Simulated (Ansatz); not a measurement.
# CH4FNOS: rigid torsion scan in Python

Wanted for CH4FNOS: a rigid torsion scan.

Computed with the Python package of Ansatz 0.2.0. Level of theory: r2SCAN/def2-SVP.

## 1. The system

Bond lengths: N1–C2 1.416 Å, C2–O3 1.414 Å, C2–F4 1.398 Å, C2–S5 1.761 Å, N1–H6 1.094 Å, N1–H7 1.022 Å, O3–H8 0.975 Å, S5–H9 1.377 Å. Angles: N1–C2–O3 108.5°, N1–C2–F4 103.4°, N1–C2–S5 112.1°, O3–C2–F4 110.0°, O3–C2–S5 112.5°, F4–C2–S5 109.8°, C2–N1–H6 102.4°, C2–N1–H7 107.1°, H6–N1–H7 102.2°, C2–O3–H8 96.5°, C2–S5–H9 96.0°.

No structure file is read: the coordinates are typed or built in the script.

## 2. The code

File run_torsion.py:

```python
# -*- coding: utf-8 -*-
"""Energy of CH4FNOS as one group turns about a bond."""

import ansatz as az
from ase import Atoms


def main():
    atoms = Atoms(["N", "C", "O", "F", "S", "H", "H", "H", "H"], positions=[
        (0.4145, 0.1123, -1.1979),
        (0.0585, -0.1641, 0.1446),
        (-1.1402, -0.9136, 0.1463),
        (1.1158, -0.9537, 0.6047),
        (-0.0596, 1.3004, 1.1146),
        (-0.3318, 0.8578, -1.4893),
        (1.2741, 0.6646, -1.1739),
        (-0.8299, -1.6182, -0.4514),
        (-0.4129, 0.6683, 2.2853),
    ])

    # relax first, so that the scan starts from a minimum
    first = (
        az.Crystal.molecule_from_ase(atoms).calculation()
        .basis(gaussian="def2-SVP")
        .functional("r2SCAN")
        .relax(force_tolerance=0.02, max_steps=80)
    )
    atoms.positions = first.run().report["positions_ang"]

    start = atoms.get_dihedral(2, 1, 0, 5)
    energies = {}
    for turn in range(0, 360, 40):
        turned = atoms.copy()
        turned.set_dihedral(2, 1, 0, 5, start + turn, indices=[0, 5, 6])
        job = (
            az.Crystal.molecule_from_ase(turned).calculation()
            .basis(gaussian="def2-SVP")
            .functional("r2SCAN")
        )
        energies[round((start + turn) % 360)] = job.run().report["free_energy_ev"]
    floor = min(energies.values())
    print("dihedral O2-C1-N0-H5 (deg)   E - E(min) (kcal/mol)")
    for angle, e in sorted(energies.items()):
        print(f"{angle:8d} {23.060548 * (e - floor):14.3f}  " + "#" * int(30 * (e - floor) / max(max(energies.values()) - floor, 1e-9)))


if __name__ == "__main__":
    main()
```

## 3. The calls as engine input

The engine receives this input (first run):

```yaml
crystal:
  periodic: [false, false, false]
  atoms:
    - { symbol: "N", position_ang: [0.4145, 0.1123, -1.1979] }
    - { symbol: C, position_ang: [0.0585, -0.1641, 0.1446] }
    - { symbol: O, position_ang: [-1.1402, -0.9136, 0.1463] }
    - { symbol: F, position_ang: [1.1158, -0.9537, 0.6047] }
    - { symbol: S, position_ang: [-0.0596, 1.3004, 1.1146] }
    - { symbol: H, position_ang: [-0.3318, 0.8578, -1.4893] }
    - { symbol: H, position_ang: [1.2741, 0.6646, -1.1739] }
    - { symbol: H, position_ang: [-0.8299, -1.6182, -0.4514] }
    - { symbol: H, position_ang: [-0.4129, 0.6683, 2.2853] }
basis:
  gaussian:
    orbitals: def2-SVP
hamiltonian:
  xc: r2scan
relax:
  f_tol: 0.02
  max_steps: 80
```

## 4. Running it

Started as:

```console
$ python run_torsion.py
```

Log:

```text
dihedral O2-C1-N0-H5 (deg)   E - E(min) (kcal/mol)
      26          4.195  #############
      66          0.000
     106          3.452  ##########
     146          6.539  ####################
     186          6.327  ####################
     226          6.629  #####################
     266          5.917  ##################
     306          7.487  #######################
     346          9.468  ##############################
```

It took 1.7 min on 1 thread of Arm Neoverse V1, shared host; peak memory 0.26 GiB.

## 5. Path of the relaxation of run 0

Step by step:

| step | E - E(step 1) (eV) | largest force component (eV/Å) |
| --- | --- | --- |
| 1 | 0.0000 | 2.5993 |
| 2 | -0.2566 | 1.3367 |
| 3 | -0.3365 | 0.5027 |
| 4 | -0.3380 | 0.7458 |
| 5 | -0.3511 | 0.0929 |
| 6 | -0.3520 | 0.0405 |
| 7 | -0.3521 | 0.0710 |
| 8 | -0.3523 | 0.0089 |

Step 1 is the start.

Before: Bond lengths: N1–C2 1.416 Å, C2–O3 1.414 Å, C2–F4 1.398 Å, C2–S5 1.761 Å, N1–H6 1.094 Å, N1–H7 1.022 Å, O3–H8 0.975 Å, S5–H9 1.377 Å. Angles: N1–C2–O3 108.5°, N1–C2–F4 103.4°, N1–C2–S5 112.1°, O3–C2–F4 110.0°, O3–C2–S5 112.5°, F4–C2–S5 109.8°, C2–N1–H6 102.4°, C2–N1–H7 107.1°, H6–N1–H7 102.2°, C2–O3–H8 96.5°, C2–S5–H9 96.0°.

After: Bond lengths: N1–C2 1.420 Å, C2–O3 1.368 Å, C2–F4 1.382 Å, C2–S5 1.849 Å, N1–H6 1.019 Å, N1–H7 1.019 Å, O3–H8 0.973 Å, S5–H9 1.352 Å. Angles: N1–C2–O3 111.3°, N1–C2–F4 106.2°, N1–C2–S5 113.1°, O3–C2–F4 109.8°, O3–C2–S5 108.1°, F4–C2–S5 108.4°, C2–N1–H6 110.7°, C2–N1–H7 111.4°, H6–N1–H7 109.5°, C2–O3–H8 105.5°, C2–S5–H9 95.1°.

Run 0 is this relaxation; the runs after it count from 1.

## 6. What each run gave

From the records of these 9 runs:

| run | turn (°) | energy from run 1 (eV) | SCF cycles | CPU time (s) |
| --- | --- | --- | --- | --- |
| 1 | 0 | 0.0000 | 17 | 5.1 |
| 2 | 40 | 0.1497 | 18 | 5.1 |
| 3 | 80 | 0.2836 | 18 | 5.1 |
| 4 | 120 | 0.2744 | 18 | 5 |
| 5 | 160 | 0.2875 | 18 | 5.6 |
| 6 | 200 | 0.2566 | 18 | 5.1 |
| 7 | 240 | 0.3247 | 17 | 5 |
| 8 | 280 | 0.4106 | 17 | 5 |
| 9 | 320 | 0.1819 | 17 | 5 |

## 7. What came out

| quantity | value |
| --- | --- |
| runs compared | 9 |
| range of energy | 0.411 eV |
| lowest point, turn (°) | 0 |

In words: The lowest point lies at a turn of 0°, the highest 0.411 eV (39.6 kJ/mol) above it at 280°. The grid can miss the true lowest and highest points, and the rest of the molecule is held rigid. Run 0: The relaxation took 7 moves; the largest shift is 0.127 Å, of atom 5 (S). The scan is rigid and the energies are electronic, in a modest basis. With rigid groups the curve can differ much from the relaxed path, the start wasn't checked as a minimum of this torsion, and equivalent turns needn't return to the same energy.
